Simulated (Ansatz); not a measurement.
# HAlN, quartet: breathe scan

Starting geometry (PBE0/def2-TZVP stationary point for this spin, not checked as a minimum):

```json
{"atom": "Al", "x (Å)": "0.0000", "y (Å)": "-0.1047", "z (Å)": "0.6174"}
{"atom": "N", "x (Å)": "0.0000", "y (Å)": "0.1075", "z (Å)": "-1.2897"}
{"atom": "H", "x (Å)": "0.0000", "y (Å)": "1.3076", "z (Å)": "1.3949"}
```

From there all distances are scaled together; atoms are numbered as listed. Energies are in eV, counted from the starting geometry at the same level. Kohn–Sham curves are unrestricted where that lies lower.

Basis 6-31G; Ansatz 0.2.0. Correlated methods freeze the noble-gas cores.

Unrestricted Kohn–Sham rows aren't spin-pure: their determinants' ⟨S²⟩ exceeds S(S+1) by up to 0.91, so they mix in states of higher spin. A value is left out where its run failed or describes another state than the reference as far as symmetry and spin tell, or, spin-broken singlets apart, can't be checked.

In so small a basis the reference is far from its limit while semilocal and hybrid functionals are nearer theirs (RPA and double hybrids share much of the reference's basis error), so the functionals' errors here hold much of the reference's basis and frozen-core error, which can add to them or hide them.

Full CI is exact within this basis and frozen core; it isn't the basis-set limit.

```
scale of all distances  full CI  SPW92    PBE    BLYP  r2SCAN   PBE0  B3LYP  wB97M-V  B2PLYP  RPA-PBE
                 0.885    1.281  1.146  1.217   1.209   1.169  1.164  1.156    1.131   1.165    1.309
                 1.000    0.000  0.000  0.000   0.000   0.000  0.000  0.000    0.000   0.000    0.000
                 1.113   -0.041  0.043  0.007  -0.007   0.049  0.073  0.054    0.096   0.073   -0.098
                 1.320    0.663  1.004  0.937   0.863   1.010  1.051  0.985    1.039   1.013    0.551
                 1.514    1.206  1.937  1.833   1.704   1.910  1.910  1.819    1.809   1.756    1.136
                 1.723    1.683  2.747      –       –       –      –      –    2.524       –        –
                 2.035    2.237  3.619  3.370   3.151   3.294  3.312  3.222    3.306   3.035    2.233
                 2.436    2.609  4.205  3.837   3.641   3.678  3.662  3.646    3.678   3.347    2.583
```

r2SCAN at 2.436 lies 1.069 eV (41 %) above the reference in this basis. BLYP at 2.436 lies 1.032 eV (40 %) above the reference in this basis. PBE0 at 2.436 lies 1.052 eV (40 %) above the reference in this basis. SPW92 at 2.436 lies 1.596 eV (61 %) above the reference in this basis.
